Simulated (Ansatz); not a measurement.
# C5H6O: the cost of one run

Program: Ansatz 0.2.0, Gaussian basis. Level of theory: functionals in def2-TZVPP, the program's frozen cores in correlated methods. These are calculated values, not measurements.

The runs, in order: PBE-D4, r2SCAN-D4, PBE0-D4, B3LYP-D4, ωB97X-V, ωB97M-V, B2PLYP; CCSD(T)/def2-TZVPP; MP2/def2-QZVPP; extrapolation to the limit.

## Step 1: The relaxed structure

The geometry comes from an earlier relaxation with PBE0-D4 in a triple-zeta def2 set; it is a stationary point, not always the lowest conformer.

SMILES `CC(C)=C=C=O`, 12 atoms, charge 0, spin multiplicity 1.

Atoms are counted from 1 here; the program's logs count them from 0.

Bond lengths: C1–C2 1.496 Å, C1–H7 1.095 Å, C1–H8 1.095 Å, C1–H9 1.088 Å, C2–C3 1.493 Å, C2–C4 1.330 Å, C3–H10 1.087 Å, C3–H11 1.095 Å, C3–H12 1.095 Å, C4–C5 1.285 Å, C5–O6 1.167 Å. Angles: C2–C1–H7 110.0°, C2–C1–H8 110.0°, C2–C1–H9 111.9°, H7–C1–H8 106.3°, H7–C1–H9 109.2°, H8–C1–H9 109.3°, C1–C2–C3 115.5°, C1–C2–C4 123.1°, C3–C2–C4 121.4°, C2–C3–H10 111.6°, C2–C3–H11 110.1°, C2–C3–H12 110.1°, H10–C3–H11 109.3°, H10–C3–H12 109.3°, H11–C3–H12 106.2°, C2–C4–C5 149.5°, C4–C5–O6 171.3°.

## Step 2: PBE-D4 (GGA)

File in.yaml:

```yaml
crystal:
  periodic: [false, false, false]
  atoms:
    - {symbol: C, position_ang: [-0.724446, -0.612307, 0.979066]}
    - {symbol: C, position_ang: [0.104907, 0.015111, -0.096222]}
    - {symbol: C, position_ang: [1.208201, -0.834073, -0.636075]}
    - {symbol: C, position_ang: [-0.110178, 1.245836, -0.553477]}
    - {symbol: C, position_ang: [-0.789775, 2.335663, -0.521391]}
    - {symbol: O, position_ang: [-1.298199, 3.381489, -0.619258]}
    - {symbol: H, position_ang: [-0.089475, -0.888846, 1.827715]}
    - {symbol: H, position_ang: [-1.170616, -1.543407, 0.613495]}
    - {symbol: H, position_ang: [-1.513134, 0.052726, 1.323604]}
    - {symbol: H, position_ang: [1.768500, -0.317406, -1.411803]}
    - {symbol: H, position_ang: [0.801447, -1.766319, -1.042810]}
    - {symbol: H, position_ang: [1.889868, -1.123768, 0.171055]}
basis:
  gaussian: {orbitals: def2-TZVPP}
hamiltonian: {xc: pbe, dispersion: d4}
output: {forces: true, orbitals: {seedname: orbitals}}
```

The run is started by

```bash
$ ansatz run in.yaml --threads 4 --pin off --events-out ev --progress --plain --max-ram 10444MiB
```

What time and memory should one allow on 4 threads of Arm Neoverse V1, shared host?

About 3.2 s, with a peak of 0.33 GiB.
